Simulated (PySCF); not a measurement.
Reading a saddle point

A first-order saddle point of SiH4ClF, closed shell, PBE0-D4/def2-TZVP, with one imaginary mode of 1140i cm⁻¹:

```
7
angstrom
Si -0.2630 -0.2565 -0.2324
F 0.3962 0.3590 1.4744
H -0.2628 -0.3214 -1.7186
H -0.1364 -1.6423 0.2501
Cl -2.0417 0.7032 0.0884
H 1.0984 0.6116 0.5624
H 1.2092 0.5465 -0.4243
```

PySCF 2.14 with density fitting (its default auxiliary sets; JK sets also for MP2 and CCSD(T)); basis: def2-TZVPP and def2-QZVPP; cores frozen in the correlated methods. Extrapolation: Hartree–Fock as exp(−7.88 √X), correlation as X^−2.97.

(1) Which contacts change along the imaginary mode, and what lies on either side? (A judgement: the text doesn't fix the answer.)

(2) Which side is lower, and how far does the saddle lie above each? (An estimate is asked for; the value comes from the calculation.)

T1 diagnostic: at most 0.012.

Results:

(1) Computed: The step is SiH₂ClF ([F][SiH2][Cl]) + H₂ → SiH₃Cl ([SiH3][Cl]) + HF, with the molecules in contact on both sides. Shortening one way: Si1–H7, F2–H6; lengthening the same way: Si1–F2, H6–H7.
```tsv
pair	one side (Å)	saddle (Å)	other side (Å)
Si1–H7	4.00	1.69	1.48
F2–H6	2.81	1.18	0.93
Si1–F2	1.59	1.93	3.51
H6–H7	0.75	1.00	3.14
```

(2) The calculation gives: The side with Si1–F2, H6–H7 short is lower by 25.52 kcal/mol; the saddle lies 63.37 kcal/mol above it and 37.86 kcal/mol above the other (CCSD(T) at an estimated basis limit (MP2 extrapolated from triple and quadruple zeta, plus CCSD(T) − MP2 in triple zeta); electronic energies).

Labels in which every atom is bracketed show which atoms are joined, not bond orders.

For scale, one of the runs: CCSD(T)/def2-TZVPP, 171 basis functions, launched by `OMP_NUM_THREADS=4 python run.py`. Time: 3.1 min of wall clock on 4 CPU threads of an Arm Neoverse V1; the host was shared. Peak host memory: 1.5 GiB.
